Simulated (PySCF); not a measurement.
**Static response to an electric field**

C3H4F2.
Structure used (PBE0-D3(BJ)/def2-SVP), in Å, numbered top down from 1:
```
atom  x, y, z in Å
F1    -0.7585   -1.1321    1.3234
C2    -0.5507   -0.6412    0.0826
C3     0.8342   -0.1861   -0.2565
C4    -0.2564    0.8164   -0.0354
F5    -0.2215    1.5347    1.1077
H6    -1.1707   -1.1340   -0.6745
H7     1.5522   -0.2636    0.5649
H8     1.2391   -0.3481   -1.2587
H9    -0.6614    1.3862   -0.8789
```

Level: CAM-B3LYP/def2-SVPD (PySCF), static field, nuclei fixed, core orbitals frozen in the response. The polarisability tensor in these axes (au):

```
x   36.34 -0.03 -1.11
y   -0.03 36.70  0.13
z   -1.11  0.13 35.53
```

Task: Diagonalise the tensor; give its mean and Δα, where Δα² is half the sum of the squared differences of the eigenvalues.

Result: Principal values 34.74, 36.69 and 37.15 au; mean 36.19 au = 5.36 Å³ = 5.97 × 10⁻⁴⁰ C²·m²/J; Δα = 2.21 au (6 % of the mean).

Task: What is the dipole moment, and where does it point?

Result: (0.50, -0.34, -2.91) D, 2.97 D in size, pointing from the negative to the positive side. Measured along this direction, the outermost atoms are F1 and F5 at the negative end and H8 at the positive end.

Task: Give the eigenvalues of the traceless quadrupole moment Θ = ½Σq(3rr − r²1), origin at the centre of nuclear charge.

Result: -3.63, -0.15, 3.78 D·Å. The values depend on the origin, since the dipole doesn't vanish. The electronic extent ⟨r²⟩ about the same centre is 353 bohr², a root-mean-square distance of 1.57 Å for the 40 electrons.

Task: Find the Langevin capture rate constant for NO+ (29.998 u) meeting this molecule (78.028 u), k = 2.342 × 10⁻⁹ cm³/s × √(α in Å³ / reduced mass in u).

Result: The reduced mass is 21.67 u, so k = 1.17 × 10⁻⁹ cm³/s. The formula leaves out the permanent dipole, which adds to the capture rate.

Task: What molar refraction does this α imply?

Result: Lorentz–Lorenz: R = (4π/3)N_A α = 2.5225 cm³/(mol·Å³) × 5.36 Å³ = 13.5 cm³/mol, in the limit of long wavelengths.

Isolated species at its PBE0-D3(BJ)/def2-SVP geometry, gas phase.

The run behind these numbers computed excited states and ΔSCF ions as well. Time: 27 s wall. Hardware: one thread of an x86-64 server, on a shared host.
